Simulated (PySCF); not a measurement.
# What the settings do

Molecule: SMILES C#CCN=C, C4H5N; geometry GFN2-xTB.

Geometry:
```
atom   x (Å)   y (Å)   z (Å)
  C1   1.964  -0.772   0.097
  C2   1.142   0.099   0.062
  C3   0.075   1.085   0.016
  N4  -1.275   0.596  -0.076
  C5  -1.549  -0.624  -0.100
  H6   2.719  -1.499   0.132
  H7   0.225   1.748  -0.846
  H8   0.116   1.712   0.916
  H9  -0.817  -1.436  -0.057
 H10  -2.591  -0.904  -0.166
```

All runs: PySCF, non-relativistic, gas phase unless a solvent (IEF-PCM) is named; grid level 2, GIAOs and SCF threshold 1e-9 unless changed. The yardstick, PBE0/pcSseg-1, gives these isotropic shieldings σ (ppm, equivalent atoms averaged): C5 30.7, C1 100.9, C2 106.3, C3 136.8, H9 23.66, H10 24.09, H6 29.67.

(1) What do these inputs give? (1) PW91/pcSseg-1; damp 0.1; (2) PBE0/pcSseg-1; max_cycle 70; mult 3; altered: mult 3; (3) PBE0/pcSseg-1; (4) wB97X/cc-pVDZ-PP; diis off; max_cycle 95

(2) Comment on the technical settings and failures.

Answers

(1) 
| run | outcome | functions | wall time | C5 | C1 | C2 | C3 | H9 | H10 | H6 |
| --- | --- | --- | --- | --- | --- | --- | --- | --- | --- | --- |
| 1 | converged | 110 | 12 s | 27.4 | 98.9 | 102.4 | 128.9 | 23.52 | 24.07 | 29.73 |
| 2 | refused | – | 8.2 s | – | – | – | – | – | – | – |
| 3 | converged | 110 | 9.9 s | 30.7 | 100.9 | 106.3 | 136.8 | 23.66 | 24.09 | 29.67 |
| 4 | refused | – | 0.02 s | – | – | – | – | – | – | – |

Times are on 1 thread of an Arm Neoverse V1, shared host.

(2) 
- Run 1: The functional differs from the yardstick's, which in itself moves the values. The damping changes the path of the SCF (19 cycles), not the solution, provided the same state is reached.
- Run 2: The program stopped with: NotImplementedError: this response code serves closed shells only; the SCF ended at -209.63874951 Eh with <S^2> = 2.0057 Charge 0 and multiplicity 3 describe another species than the intended molecule, on its geometry.
- Run 4: The basis set has no functions for an element of the molecule, so the input is rejected.

Runs 2, 4 were set up unsoundly or failed; their numbers aren't to be quoted as properties of the molecule.
